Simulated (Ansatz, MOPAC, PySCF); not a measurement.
Dissociation curve of H₆Si₂, SMILES [SiH3][SiH3]. The Si1–Si5 bond (Si1 also carries H, H, H; Si5 carries H, H, H) is pulled apart rigidly from the PBE0/def2-TZVP optimised geometry.

Methods: PM6, restricted, heats of formation (MOPAC); RMP2 = MP2 on RHF/cc-pVTZ, frozen core in Ansatz (a first-principles code); RKS-B3LYP/6-31G* = PySCF with restricted B3LYP/6-31G*, spherical d; UCCSD(T) = CCSD(T) on UHF/cc-pVTZ, frozen core run with Ansatz.

Energies relative to the lowest point of each curve near equilibrium, in kJ/mol:

| R / Å | PM6 | RMP2 | RKS-B3LYP/6-31G* |
|---|---|---|---|
| 1.87 | 67.3 | 229.8 | 224.4 |
| 2.22 | 0.0 | 10.5 | 10.4 |
| 2.34 | 7.1 | 0.0 | 0.0 |
| 2.47 | 23.5 | 6.8 | 6.2 |
| 2.73 | 72.7 | 51.4 | 47.8 |
| 2.93 | 117.6 | 98.2 | 90.5 |
| 3.20 | 179.3 | 164.1 | 149.3 |
| 3.85 | 307.2 | 298.4 | 267.0 |
| 4.17 | 355.1 | 345.2 | 309.6 |
| 4.66 | 410.0 | 392.6 | 357.7 |
| 5.17 | 448.3 | 414.7 | 391.2 |
| 6.35 | 495.9 | 389.7 | 429.7 |

Q: Predict the corresponding UCCSD(T) column.

A: 1.87: 229.6; 2.22: 10.7; 2.34: 0.0; 2.47: 6.3; 2.73: 49.2; 2.93: 93.6; 3.20: 155.7; 3.85: 276.6; 4.17: 303.5; 4.66: 317.1; 5.17: 320.6; 6.35: 322.2 (kJ/mol).

The restricted form behind PM6, RMP2, RKS-B3LYP/6-31G* keeps the bonding electrons paired and can't separate into open-shell fragments. The unrestricted determinant behind UCCSD(T) is spin-contaminated at 3.20 to 8.11 Å (<S²> up to 1.0, against 0.00 for a pure singlet).
